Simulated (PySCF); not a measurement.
Gas-phase reaction: SiH2(NH2)2 + 3 O = N2 + H2SiO + 2 H2O

Energies from PySCF (xtb for GFN2), thermal terms from the rigid-rotor harmonic-oscillator model, ideal gas at 1 bar. † marks an energy on the PBE0/def2-TZVP geometry and frequencies; other levels use their own. 6-31G* has spherical d functions here. Open shells (unrestricted): O (multiplicity 3, electronic degeneracy 9); the rest are closed-shell singlets. GFN2 has no spin-polarisation term. Spin-orbit splitting is ignored; it lowers the true energy and changes the entropy of O. B3LYP is the form with VWN-RPA correlation. No R ln 2 is added for the mirror-image form of SiH2(NH2)2. SiH2(NH2)2, H2SiO: computed as isolated molecules; such fragments, hydroxides, amides, oligomers or adducts are transient or little studied in the gas. The harmonic model lacks anharmonicity and excited electronic states, which grow with temperature; levels with a mode under 35 cm⁻¹ are left out. Internal rotation in SiH2(NH2)2 is treated as a harmonic vibration of one conformer, which makes the entropy rough.

| level | ΔE electronic, kJ | ΔH°(298 K), kJ | ΔS°(298 K), J/K | ΔG°(1400 K), kJ |
|---|---|---|---|---|
| B3LYP/6-31G* | -1066 | -1070 | 31 | -1086 |
| GFN2-xTB | -2132 | -2135 | 29 | -2146 |
| HF/6-31G* | -461 | -461 | 30 | -476 |
| M06-2X/def2-TZVP† | -1133 | -1135 | 29 | -1147 |
| PBE/def2-TZVP† | -1226 | -1228 | 29 | -1240 |
| PBE0/def2-QZVP† | -1108 | -1110 | 29 | -1122 |
| PBE0/def2-TZVP | -1093 | -1095 | 29 | -1107 |
| ωB97M-V/def2-TZVP† | -1138 | -1141 | 29 | -1152 |
ΔH° is lowest at GFN2-xTB and highest at HF/6-31G*. No reference value is set beside these.
